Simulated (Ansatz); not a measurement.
**Relaxing Pt3Cl**

All numbers below come from DFT PBE, scalar-relativistic, plane waves, PAW (Ansatz 0.2.0).

Pt3Cl was placed on the Ni3Sn (D0_19) structure type (P6_3/mmc, No. 194), with Cl in place of Sn, Pt in place of Ni, at a guessed volume.

The final relaxation ran on this input, with the default PAW datasets:

```yaml
crystal:
  lattice:
    - [6.6793394859, 0.0, 0.0]
    - [-3.3396697429, 5.7844776753, 0.0]
    - [0.0, 0.0, 3.6415246374]
  atoms:
    - { symbol: Pt, position: [0.8331238632, 0.6662477264, 0.25] }
    - { symbol: Pt, position: [0.1668761368, 0.8331238632, 0.75] }
    - { symbol: Pt, position: [0.3337522736, 0.1668761368, 0.25] }
    - { symbol: Pt, position: [0.1668761368, 0.3337522736, 0.75] }
    - { symbol: Pt, position: [0.8331238632, 0.1668761368, 0.25] }
    - { symbol: Pt, position: [0.6662477264, 0.8331238632, 0.75] }
    - { symbol: Cl, position: [0.3333333333, 0.6666666667, 0.25] }
    - { symbol: Cl, position: [0.6666666667, 0.3333333333, 0.75] }
basis:
  ecutwfc: 420
kpoints:
  mp_grid: { grid: [6, 6, 10] }
hamiltonian:
  xc: pbe
scf:
  occupations: { method: gaussian, width: 0.1 }
output:
  forces: true
  stress: true
  eigenvalues: true
  write_density: true
  write_potential: true
  elf: true
  volumetric_format: npy
relax:
  adjacent_minimum: "off"
  f_tol: 0.01
  max_steps: 80
  cell: { stress_tol: 0.05 }
```

Launched as:

```bash
ansatz run input.yaml --threads 1 --pin off --max-ram 2560MiB --backend cpu --events-out ev --progress --plain --runs-dir out
```

It took 2.2 min on 1 thread of Arm Neoverse V2, with other jobs on the host, peak memory 0.59 GiB.

End of the output:

```
SCF converged after 8 iterations
Free energy (F): -77292.079037 eV
Harris-Foulkes:  -77292.079037 eV  (|F-HF|=0.00e0)
Internal energy: -77292.039042 eV  (E = F + TS)
E sigma→0 (E₀):  -77292.059040 eV
Entropy (-TS):   -0.039996 eV (-4.999 meV/atom)
Fermi energy:    16.409249 eV
--- Per-component energies (eV) ---
  E_band       = -1343.951421
  E_kinetic    = 4147.848678
  E_local      = -12116.762667  (includes V_loc(G=0)·N_el)
  E_nonlocal   = 1265.534596
  E_hartree    = 4570.397061
  E_xc         = -1778.624384
  E_vxc        = -2052.517123  (∫ρ·V_xc dr)
  E_paw        = -58044.998481  (= ΣΔE_a)
  E_vpaw       = -1728.850382  (= ΣTr[D̂ρ^β])
  E_aug_tail   = 0.001356  (compensation charges beyond the density's cutoff)
  E_ewald      = -15335.435201
  E_smearing   = -0.039996  (= −TS)
  E_closure    =  0.000000  (closes the sum)
  Σ components = -77292.079037   (vs F -77292.079037, Δ=0.00e0)
--- Forces (eV/Å), atoms counted from 1 ---
  atom   1  Pt     0.00000000    -0.00096701     0.00000000
  atom   2  Pt     0.00083745    -0.00048350     0.00000000
  atom   3  Pt     0.00083745     0.00048350     0.00000000
  atom   4  Pt     0.00000000     0.00096701     0.00000000
  atom   5  Pt    -0.00083745     0.00048350     0.00000000
  atom   6  Pt    -0.00083745    -0.00048350     0.00000000
  atom   7  Cl     0.00000000     0.00000000     0.00000000
  atom   8  Cl     0.00000000     0.00000000     0.00000000
  max |Σ_I F_I| component: 9.70e-18 eV/Å
--- Stress (GPa, compression-positive) ---
       -0.004559       0.000000       0.000000
        0.000000      -0.004559       0.000000
        0.000000       0.000000      -0.006576
  P = ⅓ Tr σ = -0.0052 GPa (-0.052 kbar)
--- Relaxed structure (4 steps of the walk, 4 accepted, 1 SCFs on fresh bases) ---
  F+E_penalty+E_count = -77292.07903750 eV   max|allowed force component| = 9.670e-4 eV/Å   (the final SCF, on the basis selected at the relaxed cell)
  cell:  # Å, volume = 140.5734 Å³
    - [6.689498, 0.000000, 0.000000]
    - [-3.344749, 5.793275, 0.000000]
    - [0.000000, 0.000000, 3.627316]
  atoms:
    - { symbol: Pt, position: [0.833029, 0.666058, 0.25] }
    - { symbol: Pt, position: [0.166971, 0.833029, 0.75] }
    - { symbol: Pt, position: [0.333942, 0.166971, 0.25] }
    - { symbol: Pt, position: [0.166971, 0.333942, 0.75] }
    - { symbol: Pt, position: [0.833029, 0.166971, 0.25] }
    - { symbol: Pt, position: [0.666058, 0.833029, 0.75] }
    - { symbol: Cl, position: [0.333333, 0.666667, 0.25] }
    - { symbol: Cl, position: [0.666667, 0.333333, 0.75] }
```

Absolute energies hang on the potentials; compare differences alone.

The result has space group P6_3/mmc (No. 194). Pt is coordinated by 2 Cl at 2.65 Å and 4 Pt at 2.65 Å; Cl is coordinated by 6 Pt at 2.65 Å.

Against the elements it lies at 0.62 eV/atom. Formation energies are uncorrected and refer to the elements' standard structures at the same level (Cl₂ as a molecule).

The k mesh leaves about 4 meV/atom of noise in metals. Spin–orbit coupling is left out.

A structure relaxed within its symmetry needn't be a true minimum.